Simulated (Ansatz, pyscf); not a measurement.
methane (CH₄) + silanone (O=SiH₂) → H₃C–O–SiH₃, an addition across a multiple bond or ene-type step on the singlet surface: C–H broken, C–O, H–Si formed. Single points on ωB97X-D3(BJ)/def2-SVP structures (PySCF, gas phase). Wave-function energies: Ansatz (an electronic-structure program), frozen core, RHF or UHF references. In kJ/mol, from the separated reactants.

```json
[
 {"level": "ωB97M-D3(BJ)/def2-TZVP", "barrier": "296.70", "reaction energy": "-85.44"},
 {"level": "M06-2X/def2-TZVP", "barrier": "297.85", "reaction energy": "-101.92"},
 {"level": "CCSD(T)/cc-pV(D+d)Z", "barrier": "320.26", "reaction energy": "-83.10"},
 {"level": "CCSDT(Q)/cc-pV(D+d)Z", "barrier": "(withheld)", "reaction energy": "(withheld)"},
 {"level": "CCSD(T)/cc-pV(T+d)Z", "barrier": "306.34", "reaction energy": "-80.52"},
 {"level": "CCSD(T)/cc-pV(Q+d)Z", "barrier": "(withheld)", "reaction energy": "-82.72"}
]
```

**Question.** Some entries are withheld; supply them.

**Answer.** 
- CCSDT(Q)/cc-pV(D+d)Z, barrier: 317.59
- CCSDT(Q)/cc-pV(D+d)Z, reaction energy: -80.58
- CCSD(T)/cc-pV(Q+d)Z, barrier: 300.91

In cc-pV(D+d)Z, going from CCSD(T) to CCSDT(Q) shifts the barrier by -2.67 and the reaction energy by +2.52 kJ/mol. With HF in the quadruple-zeta basis and the correlation energy extrapolated as X⁻³ from X = 3, 4, CCSD(T) gives 298.40 and -84.17; adding the double-zeta shift gives ΔE‡ = 295.73 and ΔE = -81.65 kJ/mol, without core correlation, relativity or geometry relaxation at these levels. H₃C–O–SiH₃ lies 99.20 kJ/mol over its isomer H₃C–SiH₂–OH, and others may lie lower still (electronic energy, ωB97M-D3(BJ)). This is the saddle that the search found; another between the same sides may lie lower. The CCSD(T) − MP2 part came from Ansatz, without density fitting, on the same reference.
